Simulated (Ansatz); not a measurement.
# C₂H₃FN₂: a ladder of functionals and wavefunction methods

The task here is to estimate one member of a computed series from the others.

The runs use Ansatz 0.2.0, Gaussian basis; functionals in def2-TZVPP, the program's frozen cores in correlated methods.

Plan: LDA (SPW92), PBE-D4, revPBE-D4, BLYP-D4, r2SCAN-D4, B97M-V, PBE0-D4, B3LYP-D4, r2SCANh-D4, r2SCAN0-D4, HSE06-D4, BHLYP-D4, CAM-B3LYP-D4, LC-ωPBE, ωB97X-V, ωB97M-V, B2PLYP, PBE-QIDH; CCSD(T)/def2-SVP; CCSD(T)/def2-TZVPP; MP2/def2-QZVPP; extrapolation to the limit; RPA on PBE.

## The geometry

An earlier PBE0-D4 in a triple-zeta def2 set relaxation fixed the geometry.

SMILES `N=CN=CF`, 8 atoms, charge 0, spin multiplicity 1.

Atoms are counted from 1 here; the program's logs count them from 0.

Bond lengths: N1–C2 1.260 Å, N1–H6 1.022 Å, C2–N3 1.406 Å, C2–H7 1.091 Å, N3–C4 1.248 Å, C4–F5 1.336 Å, C4–H8 1.086 Å. Angles: C2–N1–H6 109.4°, N1–C2–N3 122.7°, N1–C2–H7 119.2°, N3–C2–H7 118.1°, C2–N3–C4 121.0°, N3–C4–F5 125.3°, N3–C4–H8 123.6°, F5–C4–H8 111.2°.

Set-up of the first run:

in.yaml

```yaml
crystal:
  periodic: [false, false, false]
  atoms:
    - {symbol: N, position_ang: [0.228609, 2.039845, 0.118864]}
    - {symbol: C, position_ang: [0.349110, 0.794437, 0.269351]}
    - {symbol: N, position_ang: [-0.484708, -0.133392, -0.379966]}
    - {symbol: C, position_ang: [-0.308768, -1.361395, -0.243412]}
    - {symbol: F, position_ang: [0.649960, -1.925782, 0.497077]}
    - {symbol: H, position_ang: [-0.541798, 2.231892, -0.525088]}
    - {symbol: H, position_ang: [1.128067, 0.411493, 0.929826]}
    - {symbol: H, position_ang: [-0.928271, -2.114198, -0.722651]}
basis:
  gaussian: {orbitals: def2-TZVPP}
hamiltonian: {xc: lda}
output: {orbitals: {seedname: orbitals}}
```

Launch:

```sh
ansatz run in.yaml --threads 2 --pin off --events-out ev --progress --plain --max-ram 4352MiB
```

Among the steps run: LDA; PBE-D4 (GGA); revPBE-D4 (GGA); BLYP-D4 (GGA); r2SCAN-D4 (meta-GGA); B97M-V (meta-GGA); PBE0-D4 (hybrid); B3LYP-D4 (hybrid); r2SCANh-D4 (hybrid); r2SCAN0-D4 (hybrid); HSE06-D4 (hybrid); BHLYP-D4 (hybrid); CAM-B3LYP-D4 (range-separated); LC-ωPBE (range-separated); ωB97X-V (range-separated); ωB97M-V (range-separated); B2PLYP (double hybrid); PBE-QIDH (double hybrid).

One table of the session follows, with a row left open; its other results are not shown here.

It belongs to the step «Frontier levels by functional». 

```
  functional  HOMO (eV)  LUMO (eV)  gap (eV)
 LDA (SPW92)      -6.76      -3.01      3.75
      PBE-D4      -6.66      -2.72      3.93
   revPBE-D4      -6.61      -2.62      3.99
     BLYP-D4      -6.57      -2.60      3.96
   r2SCAN-D4      -7.01      -2.56      4.45
      B97M-V      -7.20      -2.42      4.78
     PBE0-D4      -8.27      -1.69      6.58
    B3LYP-D4      -8.02      -1.95      6.07
  r2SCANh-D4      -7.61      -2.18      5.43
  r2SCAN0-D4          ?          ?         ?
    HSE06-D4      -7.86      -2.07      5.79
    BHLYP-D4      -9.74      -0.53      9.21
CAM-B3LYP-D4      -9.74      -0.54      9.20
     LC-ωPBE     -11.10       0.66     11.76
     ωB97X-V     -10.76       0.62     11.38
     ωB97M-V     -10.68       0.56     11.24
```

Q: Estimate the row for r2SCAN0-D4 from the others.

Worked estimate for «HOMO (eV)». Against the share of exact exchange, r2SCAN-D4 (0, -7.01), r2SCANh-D4 (0.1, -7.61) give a slope of -6.00 per unit share; at 0.25 the line stands at -8.51.

The run gave: HOMO (eV): -8.50; LUMO (eV): -1.60; gap (eV): 6.90. In «HOMO (eV)» the line misses by -0.01.
